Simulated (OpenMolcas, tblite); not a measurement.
## C2H6Si (SMILES CC[SiH]): the dipole moment, rung by rung

C2H6Si has 9 atoms, charge 0, and is taken as a singlet. SMILES: `CC[SiH]`. The shape is that of a PBE0-D4/def2-TZVP optimisation. This is one conformer, not always the lowest.

```xyz
9

C    -0.5936    0.4956   -0.5627
C     0.4234   -0.5638   -0.1589
Si    1.4751   -0.3587    1.3987
H    -1.2089    0.1731   -1.4077
H    -0.0980    1.4230   -0.8605
H    -1.2584    0.7363    0.2695
H     1.0510   -0.8648   -1.0043
H    -0.1030   -1.4977    0.1334
H     0.4011    0.4106    2.1753
```

Quantity: the dipole moment, in D. The values are calculated.

```tsv
level	kind	program	value (D)
GFN2-xTB	semi-empirical	tblite	0.38
HF/cc-pVDZ	Hartree–Fock	OpenMolcas	1.19
SVWN5/cc-pVDZ	LDA	OpenMolcas	1.41
PBE/cc-pVDZ	GGA	OpenMolcas	1.35
TPSS/cc-pVDZ	meta-GGA	OpenMolcas	1.33
BHLYP/cc-pVDZ	global hybrid	OpenMolcas	1.15
```

The values span 0.38 to 1.41 D. Magnitudes only.
